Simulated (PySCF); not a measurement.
Reaction (SMILES): C=C (C2H4) → [CH-]=C + H+
B3LYP-D3(BJ)/def2-TZVP geometries, fixed; electronic energies without zero-point terms.

Effect of the grid level at r2SCAN/def2-SVP with PySCF, against the last row, where the deprotonation energy is 427.13 kcal/mol. Cost is core time over that of grids.level: 2, rough, on shared machines of one kind; a dash marks a row that isn't timed (too short, read off another run, short of memory, by another algorithm or on other hardware).

```json
[
 {"setting": "grids.level: 0", "grid points, largest species": "4656", "largest shift of a total energy (mEh)": "45.100", "shift of the deprotonation energy (kcal/mol)": "-0.107", "cost": "-"},
 {"setting": "grids.level: 1", "grid points, largest species": "20248", "largest shift of a total energy (mEh)": "0.523", "shift of the deprotonation energy (kcal/mol)": "-0.022", "cost": "0.6×"},
 {"setting": "grids.level: 2", "grid points, largest species": "43904", "largest shift of a total energy (mEh)": "-0.096", "shift of the deprotonation energy (kcal/mol)": "0.001", "cost": "1×"},
 {"setting": "grids.level: 3", "grid points, largest species": "67472", "largest shift of a total energy (mEh)": "-0.006", "shift of the deprotonation energy (kcal/mol)": "-0.001", "cost": "1×"},
 {"setting": "grids.level: 4", "grid points, largest species": "120048", "largest shift of a total energy (mEh)": "0.014", "shift of the deprotonation energy (kcal/mol)": "0.000", "cost": "2×"},
 {"setting": "grids.level: 5", "grid points, largest species": "180120", "largest shift of a total energy (mEh)": "0.003", "shift of the deprotonation energy (kcal/mol)": "0.000", "cost": "3×"},
 {"setting": "grids.level: 7", "grid points, largest species": "373672", "largest shift of a total energy (mEh)": "0.000", "shift of the deprotonation energy (kcal/mol)": "0.000", "cost": "9×"}
]
```

Within 0.1 kcal/mol in the deprotonation energy: grids.level: 1; grids.level: 2; grids.level: 3; grids.level: 4; grids.level: 5. The largest shift is 45.100 mEh in a total energy and 0.107 kcal/mol in the difference.
